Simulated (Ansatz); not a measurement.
# [BH4]− (SMILES [BH4-]): methods side by side

[BH4]− has 5 atoms, charge -1, and is taken as a singlet. SMILES: `[BH4-]`. The coordinates come from a GFN2-xTB relaxation.

```xyz
5

B     0.0001    0.0002   -0.0001
H     0.6837    0.9970    0.2177
H     0.7263   -0.9885   -0.0671
H    -0.6004    0.1397   -1.0634
H    -0.8097   -0.1484    0.9129
```

Quantity: the energy change with the B1–H2 bond stretched from 1.228 to 1.535 Å, in eV. The values are calculated.

| level | kind | program | value (eV) | less FCI/3-21G |
| --- | --- | --- | --- | --- |
| SVWN5/3-21G (restricted) | LDA | Ansatz | 0.49 | +0.06 |
| BLYP/3-21G (restricted) | GGA | Ansatz | 0.45 | +0.02 |
| r2SCAN/3-21G (restricted) | meta-GGA | Ansatz | 0.49 | +0.06 |
| PBE0/3-21G (restricted) | global hybrid | Ansatz | 0.50 | +0.07 |
| wB97X/3-21G (restricted) | range-separated hybrid | Ansatz | 0.51 | +0.08 |
| B2PLYP/3-21G (restricted) | double hybrid | Ansatz | 0.50 | +0.07 |
| BCCD(T)/3-21G (restricted) | coupled cluster or CI | Ansatz | 0.43 | 0.00 |
| CCSDT/3-21G (restricted) | coupled cluster or CI | Ansatz | 0.43 | 0.00 |
| FCI/3-21G | exact in the basis | Ansatz | 0.43 | 0.00 |

FCI/3-21G is exact within its basis and frozen core, so for wave-function methods in that basis the difference is their error; functionals converge differently with the basis, so for them it is only a difference. Sets without diffuse functions describe the anion poorly. The first shape isn't each level's own minimum. The values span 0.43 to 0.51 eV. All rows use very small basis sets, so even the best lies far from the true value.
